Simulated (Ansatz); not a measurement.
in.yaml

```yaml
crystal:
  periodic: [false, false, false]
  atoms:
    - {symbol: As, position_ang: [0.003394, 0.001215, -0.016664]}
    - {symbol: H, position_ang: [1.274632, 0.023352, 0.417052]}
    - {symbol: H, position_ang: [-0.816628, 1.215717, 0.400634]}
    - {symbol: H, position_ang: [-0.710276, -1.329398, 0.420956]}
basis:
  gaussian: {orbitals: 6-31G}
total_charge: 1
magnetization: {spin_polarized: false, initial_magnetization: 1}
correlation: {method: fic_mrcisd_q, electrons: outside_noble_gas, active_space: {window: {electrons: 7, orbitals: 7}, shells: [{species: As, l: s, shell: 4}, {species: As, l: p, shell: 4}, {species: H, l: s, shell: 1}]}}
```

```sh
$ ansatz run in.yaml --threads 1 --pin off --events-out ev --progress --plain --max-ram 2393MiB
```

The program prints:

```
593 factors; integrals over basis functions are off by at most 4.2e-8 eV
mean field evaluation 1: about -60823.3813 eV, gradient 8.3e0 eV
mean field evaluation 2: about -60823.3861 eV, gradient 8.3e0 eV
mean field evaluation 4: about -60823.6887 eV, gradient 1.0e0 eV
mean field evaluation 8: about -60823.6904 eV, gradient 5.8e-5 eV
mean field -60823.69038156 eV, -2235.2293937443 hartree, gradient 2.9e-6 eV, S^2 0.750000; 0 other end points of the search recorded, 0 dependent functions left out
reference -60823.69038156 eV, -2235.2293937443 hartree; 18, 17 occupied and 17, 18 virtual orbitals, 593 factors
state -60825.18274548 eV, -2235.2842371069 hartree
contracted CI cycle   1: correlation 0.00000000 eV, 0.0000000000 hartree, residual 6.22e0 eV
contracted CI cycle   2: correlation -0.50164086 eV, -0.0184349616 hartree, residual 1.16e0 eV
contracted CI cycle   3: correlation -0.52038602 eV, -0.0191238334 hartree, residual 2.34e-1 eV
contracted CI cycle   4: correlation -0.52113043 eV, -0.0191511899 hartree, residual 4.99e-2 eV
contracted CI cycle   5: correlation -0.52116458 eV, -0.0191524450 hartree, residual 1.04e-2 eV
contracted CI cycle   6: correlation -0.52116620 eV, -0.0191525047 hartree, residual 2.22e-3 eV
contracted CI cycle   7: correlation -0.52116627 eV, -0.0191525073 hartree, residual 3.87e-4 eV
state -60825.18274548 eV, -2235.2842371069 hartree; corrected -60825.70905254 eV, -2235.3035785346 hartree
Total energy: -60825.70905254 eV, -2235.3035785346 hartree
Checks for a lower state left out: starts, orbital_swaps
```

For the same geometry and basis full CI lies 5.7 meV lower.

Ran on 1 thread of Arm Neoverse V2, shared host: 2.1 s wall, 0.14 GiB peak host memory.
